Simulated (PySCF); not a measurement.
This PySCF input (r2SCAN/def2-SVP) gives -537.90272 Eh with 61 basis functions.

```python
import numpy as np, basis_set_exchange as bse
from pyscf import gto, scf, dft, df

basis = {'C': gto.basis.parse(bse.get_basis('def2-SVP', elements=['C'], fmt='nwchem')), 'Cl': gto.basis.parse(bse.get_basis('def2-SVP', elements=['Cl'], fmt='nwchem')), 'H': gto.basis.parse(bse.get_basis('def2-SVP', elements=['H'], fmt='nwchem'))}
mol = gto.M(
    atom='''
    C     0.01118773    0.75889942   -0.01238914
    C     1.30488840    1.02329449    0.00343307
    Cl   -0.63700773   -0.85323169    0.00417952
    H    -0.75905041    1.51625302   -0.03695357
    H     2.05291747    0.24314247    0.02802818
    H     1.63880765    2.05237986   -0.00839007
    ''',
    basis=basis,
    charge=0,
    verbose=4,
    max_memory=8640,
)
mf = dft.RKS(mol, xc='r2scan')
mf.grids.level = 4
mf = mf.density_fit(auxbasis=df.autoaux(mol))
mf.max_cycle = 100
mf.conv_tol = 1e-11
print('smallest overlap eigenvalue', np.linalg.eigvalsh(mol.intor('int1e_ovlp'))[0])
mf.kernel()
dip = mf.dip_moment()
```

Change:
```diff
- mf.conv_tol = 1e-11
+ mf.conv_tol = 1e-4
```

Question: What does the run give now?

Answer: -537.90265 Eh (r2SCAN/def2-SVP, 61 functions), a change of +0.07 mEh.
